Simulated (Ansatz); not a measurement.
Basis-set series for CHO2, SMILES `[O]C=O` radical. Total charge 0; spin multiplicity 2. The geometry is a stationary point of PBE0-D4/def2-TZVP.

```csv
functional,basis,functions,energy (Eh),HOMO (eV),LUMO (eV)
PBE0-D4,def2-SVP,47,-188.73489,-8.91,-5.27
PBE0-D4,def2-TZVPP,107,-188.95915,-9.12,-5.45
ωB97M-V,def2-SVP,47,-188.87167,-11.17,-3.24
ωB97M-V,def2-TZVPP,107,-189.10246,-11.42,-3.46
```

Question: Give the rows for def2-QZVPP. (Best estimate.)

Answer: Computed: 
| functional | basis | functions | energy (Eh) | HOMO (eV) | LUMO (eV) |
| --- | --- | --- | --- | --- | --- |
| PBE0-D4 | def2-QZVPP | 201 | -188.96907 | -9.16 | -5.49 |
| ωB97M-V | def2-QZVPP | 201 | -189.11187 | -11.46 | -3.51 |

HOMO and LUMO are taken over both spins.
